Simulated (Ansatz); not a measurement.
**bcc Cs**

Method: r²SCAN (PAW; Ansatz, a program for electronic structure).

Settings: plane-wave cutoff 500 eV, 4×4×4 k mesh, Fermi–Dirac smearing 0.1 eV, cell of 54 sites, scalar-relativistic PAW data made under PBE.

Cell: relaxed at this level.

```
Property                                     Result
------------------------------------------  -------
vacancy formation energy                    0.30 eV
vacancy formation energy before relaxation  0.35 eV
```

Note: energies are extrapolated to zero smearing, and mesh and cell size move such values by some hundredths of an eV or more.

Spin–orbit coupling is not included.

Static lattice: no zero-point or thermal effects.
